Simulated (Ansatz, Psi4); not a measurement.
**How methods differ on SF2 (sulfur difluoride)**

SF2 has 3 atoms, charge 0, and is taken as a singlet. SMILES: `FSF`. The shape is that of a PBE0-D4/def2-TZVP optimisation.

```xyz
3

F     0.4401    1.1164    0.3654
S    -0.6020    0.1265   -0.3152
F     0.1618   -1.2430   -0.0502
```

Each level gives the energy change with the S2–F3 bond stretched from 1.590 to 2.386 Å (eV). The values are calculated.

| level | kind | program | value (eV) | CPU time (all runs) |
| --- | --- | --- | --- | --- |
| HF/STO-3G (restricted) | Hartree–Fock | Ansatz | 4.79 | 0.16 s |
| SVWN5/STO-3G (restricted) | LDA | Ansatz | 2.59 | 0.96 s |
| BLYP/STO-3G (restricted) | GGA | Ansatz | 1.98 | 1.4 s |
| PBE/STO-3G (restricted) | GGA | Ansatz | 2.15 | 1.4 s |
| revPBE/STO-3G (restricted) | GGA | Ansatz | 2.00 | 1.4 s |
| PBE-D3(BJ)/def2-SVP (density fitting) (restricted) | GGA | Psi4 | 2.24 | 7.7 s |
| r2SCAN/STO-3G (restricted) | meta-GGA | Ansatz | 2.42 | 3.6 s |
| B3LYP/STO-3G (restricted) | global hybrid | Ansatz | 2.64 | 1.5 s |
| BHLYP/STO-3G (restricted) | global hybrid | Ansatz | 3.59 | 1.4 s |
| PBE0/STO-3G (restricted) | global hybrid | Ansatz | 2.92 | 1.5 s |

The first shape isn't each level's own minimum. The values span 1.98 to 4.79 eV. CPU times are rough (shared hosts, several kinds of processor and program).
